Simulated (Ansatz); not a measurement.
Input file:

```yaml
crystal:
  periodic: [false, false, false]
  atoms:
    - {symbol: B, position_ang: [0.000000, 0.000000, -1.572000]}
    - {symbol: B, position_ang: [0.000000, 0.000000, -0.055600]}
    - {symbol: Cl, position_ang: [0.000000, 0.000000, 1.627600]}
basis:
  gaussian: {orbitals: "6-31G*", fitting: {mean_field: def2-universal-jkfit}}
total_charge: 1
magnetization: {spin_polarized: false, initial_magnetization: 4}
hamiltonian: {pseudopotentials: {relativity: none}}
correlation: {method: bccd, electrons: outside_noble_gas}
```

```sh
$ ansatz run in.yaml --threads 1 --pin off --events-out ev --progress --plain --max-ram 2393MiB
```

Log:

```
278 factors; integrals over basis functions are off by at most 8.1e-2 eV
mean field evaluation 1: about -13830.1593 eV, gradient 1.1e1 eV
mean field evaluation 2: about -13831.2651 eV, gradient 4.2e0 eV
mean field evaluation 4: about -13831.4566 eV, gradient 4.8e-1 eV
mean field evaluation 8: about -13830.1591 eV, gradient 1.1e1 eV
mean field evaluation 16: about -13830.0960 eV, gradient 7.6e-3 eV
mean field evaluation 32: about -13829.8505 eV, gradient 2.5e0 eV
mean field evaluation 64: about -13824.8254 eV, gradient 2.7e0 eV
mean field evaluation 96: about -13828.7573 eV, gradient 1.9e0 eV
mean field -13831.45980539 eV, -508.2967725477 hartree, gradient 1.4e-6 eV, S^2 6.000000; 4 other end points of the search recorded, 0 dependent functions left out
determinant -13831.45980539 eV, -508.2967725477 hartree, with singles and doubles -13837.89879563 eV, -508.5334010745 hartree
determinant -13830.09604734 eV, -508.2466553639 hartree, with singles and doubles -13836.25008192 eV, -508.4728119634 hartree
7 core orbitals not correlated: weight in the atoms' cores, before any rotation towards them, 1.000 or more for the frozen orbitals, at most 0.000 for the correlated occupied ones
reference -13831.45980539 eV, -508.2967725477 hartree; 8, 4 occupied and 34, 38 virtual orbitals, 278 factors
second order -5.41670648 eV of doubles, -0.12126184 eV of singles
cycle   1  -6.43675239 eV  change    2.2e-3 eV  update   3.9e-3
cycle   2  -6.43477069 eV  change    2.0e-3 eV  update   1.3e-3
cycle   3  -6.43396585 eV  change    8.0e-4 eV  update   6.6e-4
cycle   4  -6.43391983 eV  change    4.6e-5 eV  update   2.8e-4
cycle   5  -6.43403117 eV  change   -1.1e-4 eV  update   1.2e-4
cycle   6  -6.43405862 eV  change   -2.7e-5 eV  update   4.8e-5
cycle   7  -6.43406912 eV  change   -1.1e-5 eV  update   1.9e-5
cycle   8  -6.43407143 eV  change   -2.3e-6 eV  update   7.9e-6
Total energy: -13837.89387682 eV, -508.5332203117 hartree
```

Ran on 1 thread of AMD EPYC, shared host: 9.5 s wall, 0.13 GiB peak host memory.
